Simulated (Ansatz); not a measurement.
Born–Oppenheimer molecular dynamics of ClH6Si2 (9 atoms, charge 0, multiplicity 2). It starts at the highest image of a converged band. Of that band: The profile has 3 maxima (images 1, 4, 6) with wells between them (images 3, 5): this band takes more than one step, which may be the mechanism or a detour left from its start path. A vibrational analysis at the climbing image gives one clearly imaginary mode, 519i cm⁻¹: a first-order saddle point.

Theory: Ansatz 0.2.0, UKS revPBE-D4/cc-pVDZ.

| Property | Result |
| --- | --- |
| ensemble | NVE (velocity Verlet) |
| time step | 0.5 fs |
| steps asked | 200 |
| starting velocities drawn for | 100 K |
| seed | 3539 |

First frame:

```xyz
9
Properties=species:S:1:pos:R:3
Si 0.139 -0.051 0.046
Cl -0.302 0.082 2.330
H 1.639 -0.190 -0.046
H -0.288 1.280 -0.524
Si -1.058 -1.896 -0.800
H -0.796 -3.087 0.087
H -2.530 -1.568 -0.785
H -0.636 -2.232 -2.213
H -0.350 0.414 3.920
```

Problem. How far do the bonds stretch over the last three quarters of this one trajectory? (Pairs bonded in most of those frames.)

Solution. 
```
   bond  mean (Å)  spread (Å)  shortest  longest
 Si1–H3     1.512       0.009      1.49     1.53
 Si1–H4     1.513       0.005      1.51     1.52
Si1–Si5     2.351       0.026      2.29     2.38
 Cl2–H9     1.354       0.051      1.29     1.47
 Si5–H6     1.510       0.014      1.49     1.53
 Si5–H7     1.510       0.010      1.49     1.53
 Si5–H8     1.517       0.037      1.46     1.57
```

Mean temperature of the second half: 569 K. The conserved energy stayed within 0.035 meV per atom of its start (net change 0.024 meV per atom), so the integration is sound. The kinetic energy rose, since the run started high on the potential surface and went downhill. It ends in pieces (ClH + H5Si2), so much of that is their flight and rotation, not heat. A run of 0.1 ps of so small a system gives no equilibrium averages.

The run took 9.8 min on 2 threads of Intel(R) Xeon(R) Platinum 8175M CPU @ 2.50GHz (Skylake/Cascade Lake) (shared host), peak memory 0.21 GiB.
